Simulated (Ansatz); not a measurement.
Compare A (`CN(C)C=O`) with its isomer B (`NCC1CO1`).

Program: Ansatz. Geometries: PBE0-D4/def2-TZVP. ΔE: electronic, gas phase. CBS: MP2 limit from def2 TZ/QZ plus the TZ coupled-cluster correction, frozen cores. DFT in def2-TZVPP. B3LYP here is the variant with VWN-RPA as its local correlation; programs differ in this. Each species was taken in one conformer, which may not be the lowest.

A:

Z-matrix (Å, degrees):
```
C
N 1 1.439
H 1 1.095 2 110.7
H 1 1.088 2 108.3 3 -119.9
H 1 1.095 2 110.7 3 120.2
C 2 1.436 1 118.0 3 -60.2
C 2 1.353 1 120.3 3 119.7
H 6 1.091 2 109.6 1 -180.0
H 6 1.095 2 111.1 1 -60.2
H 6 1.095 2 111.1 1 60.2
O 7 1.210 2 125.7 1 0.0
H 7 1.107 2 111.8 1 -180.0
```

B:

Z-matrix (Å, degrees):
```
C
C 1 1.505
N 1 1.451 2 114.6
H 1 1.094 2 108.5 3 -122.4
H 1 1.094 2 109.3 3 121.9
O 2 1.418 1 117.0 3 162.6
C 2 1.459 1 121.5 3 94.0
H 2 1.092 1 115.4 3 -58.9
H 3 1.013 1 110.7 2 -55.4
H 3 1.012 1 111.0 2 63.5
H 7 1.088 2 119.1 1 1.2
H 7 1.087 2 120.1 1 -152.1
```

Problem. Which isomer does CCSD(T)/CBS put lower? Give the gap. (Best estimate.)

Solution. Computed: A, by 31.6 kcal/mol.

Problem. Give E(B) − E(A) in kcal/mol with B2PLYP, PBE-D4, PBE0-D4, B3LYP, MP2/def2-TZVPP, CCSD/def2-TZVPP, B3LYP-D4. (Estimate.)

Solution. Ansatz gave: B2PLYP 35.4, PBE-D4 34.2, PBE0-D4 32.5, B3LYP 36.3, MP2/def2-TZVPP 32.3, CCSD/def2-TZVPP 31.7, B3LYP-D4 36.8. None reverses the order clearly.

Largest T1 diagnostic: 0.014.

From PBE to PBE0 (25 % exact exchange), in def2-TZVPP and without D4, E(B) − E(A) moves by −1.7 kcal/mol. In def2-TZVPP, CCSD(T) changes the Hartree–Fock value by −3.6 kcal/mol (the triples alone add +0.6 kcal/mol) and MP2 by −3.5 kcal/mol.
